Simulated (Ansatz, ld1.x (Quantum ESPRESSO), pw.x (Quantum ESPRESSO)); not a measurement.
**From atom to crystal: ultrasoft potential for bismuth**

```json
{
 "Element": "Bi (Z = 83)",
 "Generator": "ld1.x (Quantum ESPRESSO) 7.5",
 "Type": "ultrasoft",
 "Functional": "LDA (PW92)",
 "Relativity": "scalar-relativistic",
 "Frozen core": "[Xe] 4f14",
 "Valence charge": "15",
 "Reference configuration": "5d10 6s2 6p2 (charge +1)",
 "Partial waves": "6s (bound): rcut 1.85, rcutus 2.15 bohr; 6s channel at 1.3 Ry: rcut 1.85, rcutus 2.15 bohr; 6p (bound): rcut 2.30, rcutus 2.90 bohr; 6p channel at 3.85 Ry: rcut 2.30, rcutus 2.90 bohr; 5d (bound): rcut 1.05, rcutus 1.35 bohr; 5d channel at -0.7 Ry: rcut 1.05, rcutus 1.35 bohr",
 "Local potential": "all-electron potential smoothed inside 2.35 bohr (lloc = -2)",
 "Core correction": "a·sin(br)/r model core inside 0.95 bohr",
 "Augmentation charge": "PSQ, radius 0.95 bohr"
}
```

Atomic tests: cutoffs needed: 70 Ry and 140 Ry (the cutoffs (Ry, on a coarse ladder) from which the occupation-weighted sum of valence levels, in a spherical-Bessel basis at the reference potential, stays within 10 and 1 mRy of its value at 400 Ry); ghost test: no extra level below or beside the all-electron valence levels (s, p, d, f tested) (spherical-Bessel basis up to 400 Ry, 20 bohr box); largest excitation error: -67 meV (all-electron minus pseudo) for 5d9 6s2 6p3, out of 7 test configurations.

Crystal test: fcc Bi in pw.x 7.5, no spin, 12³ k-points, Fermi–Dirac smearing 0.01 Ry, cutoffs 170/900 Ry. The lattice is a test structure that the element need not adopt, and mesh and smearing are coarse.

pw.x input:

```
&control
  calculation='scf', prefix='x', pseudo_dir='./', outdir='./tmp', tstress=.true., disk_io='none'
/
&system
  ibrav=0, nat=1, ntyp=1, ecutwfc=170, ecutrho=900, nbnd=15,
  occupations='smearing', smearing='fd', degauss=0.01
/
&electrons
  conv_thr=1e-09, mixing_beta=0.4, electron_maxstep=70
/
ATOMIC_SPECIES
Bi 1.0 Bi.UPF
CELL_PARAMETERS angstrom
  0.00000000 2.45287736 2.45287736
  2.45287736 0.00000000 2.45287736
  2.45287736 2.45287736 0.00000000
ATOMIC_POSITIONS crystal
Bi 0.0000 0.0000 0.0000
K_POINTS automatic
12 12 12 0 0 0
```

```bash
pw.x < Bi.scf.in > Bi.scf.out
```

Task: How does the run end?

Result: It converges; the pressure is 0.17 GPa against -0.06 GPa from all-electron LAPW.  The log shows:

```
     charge density cutoff     =     900.0000  Ry
     scf convergence threshold =      1.0E-09
     Exchange-correlation= PW
     number of k points=    72  Fermi-Dirac smearing, width (Ry)=  0.0100
     iteration #  1     ecut=   170.00 Ry     beta= 0.40
     total energy              =    -168.40069908 Ry
     estimated scf accuracy    <       0.70560209 Ry
     iteration #  2     ecut=   170.00 Ry     beta= 0.40
     total energy              =    -168.44991750 Ry
     estimated scf accuracy    <       0.05436767 Ry
     iteration #  3     ecut=   170.00 Ry     beta= 0.40
     total energy              =    -168.46076843 Ry
     estimated scf accuracy    <       0.00186820 Ry
     iteration #  4     ecut=   170.00 Ry     beta= 0.40
     total energy              =    -168.46091189 Ry
     estimated scf accuracy    <       0.00010467 Ry
     iteration #  5     ecut=   170.00 Ry     beta= 0.40
     total energy              =    -168.46092124 Ry
     estimated scf accuracy    <       0.00000129 Ry
     iteration #  6     ecut=   170.00 Ry     beta= 0.40
     total energy              =    -168.46092126 Ry
     estimated scf accuracy    <       0.00000030 Ry
     iteration #  7     ecut=   170.00 Ry     beta= 0.40
     total energy              =    -168.46092129 Ry
     estimated scf accuracy    <          3.0E-09 Ry
     iteration #  8     ecut=   170.00 Ry     beta= 0.40
     the Fermi energy is    12.4766 ev
!    total energy              =    -168.46092129 Ry
     estimated scf accuracy    <          8.2E-10 Ry
     smearing contrib. (-TS)   =      -0.00292394 Ry
     The total energy is F=E-TS. E is the sum of the following terms:
     one-electron contribution =     -40.54844070 Ry
     hartree contribution      =      30.48466848 Ry
     xc contribution           =     -47.11756145 Ry
     ewald contribution        =    -111.27666368 Ry
     convergence has been achieved in   8 iterations
          total   stress  (Ry/bohr**3)                   (kbar)     P=        1.71
     Message from routine punch:
     Nothing written, as per user request (disk_io='none')
```
